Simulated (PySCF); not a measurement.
What an electron can do to ClF

PBE in PySCF with def2-TZVPPD on every atom, for the lowest determinant that a PBE0 search found; no spin–orbit coupling.

| species | state (unpaired electrons) | Re (Å) | ωe (cm⁻¹) | energy of the minimum from the neutral (eV) | De (eV) | dissociates to |
| --- | --- | --- | --- | --- | --- | --- |
| ClF | singlet (closed shell) | 1.651 | 762 | 0.00 | 3.12 | Cl + F |
| ClF⁺ | doublet (π ↑) | 1.558 | 896 | 12.35 | 3.75 | Cl⁺ + F |
| ClF⁻ | doublet (σ ↑) | 2.290 | 264 | -2.59 | 2.05 | Cl⁻ + F |

Task: Work out the lowest energy to break ClF into atoms, from its vibrational ground state.

Result: D0 = De − ωe/2 = 3.12 − 0.05 = 3.07 eV (PBE/def2-TZVPPD).

Task: Work out the ionisation energy of the Cl atom at this level and the threshold of dissociative ionisation.

Result: IE(Cl) = 12.35 + 3.75 − 3.12 = 12.98 eV, so Cl⁺ + F + e⁻ appears at D0 + IE(Cl) = 16.05 eV (PBE/def2-TZVPPD). The measured IE(Cl) is 12.968 eV (NIST ASD).

Task: Work out the electron affinity of the Cl atom and the threshold of dissociative attachment.

Result: EA(Cl) = 3.12 − 2.05 − (-2.59) = 3.66 eV, so Cl⁻ + F needs D0 − EA(Cl) = -0.59 eV (negative: it is exothermic at zero electron energy) (PBE/def2-TZVPPD). The measured EA(Cl) is 3.613 eV.

These are thermodynamic thresholds; the onsets seen under electron impact lie higher where the geometry changes, and cross-sections peak well above them.

For an ion De counts to the pair picked by the measured ionisation energies or electron affinities, which need not be the lowest pair at this level. States were picked by a PBE0 search and need not be the measured ground states.
